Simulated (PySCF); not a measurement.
One molecule, one basis, several functionals.

CFCl3.
Z-matrix (Å and degrees, GFN2-xTB geometry), rows numbered from 1:
```
F 
C   1  1.3373
Cl  2  1.7710  1  108.58
Cl  2  1.7710  1  108.55  3   120.02
Cl  2  1.7708  1  108.52  3  -120.01
```

PySCF, 6-31++G** basis, density fitting, gas phase, GFN2-xTB geometry. One functional is left out:

```tsv
functional	exact exchange (%)	HOMO energy (eV)	LUMO energy (eV)	dipole moment (D)
HCTH407	0	-8.05	-2.74	0.308
OLYP	0	-7.71	-2.45	0.305
revPBE	0	-7.75	-2.49	0.298
mPW1PW91	25	-9.29	-1.56	0.400
BHandHLYP	50	-10.59	-0.46	0.491
```

Predict the row of B97-2 (21 % exact exchange) by straight lines through the other rows, and check it.

```csv
property,line,computed,computed − line,"mPW1PW91 (25 %), for comparison"
HOMO energy (eV),-9.01,-9.01,0.00,-9.29
LUMO energy (eV),-1.69,-1.63,+0.06,-1.56
dipole moment (D),0.383,0.380,-0.003,0.400
```
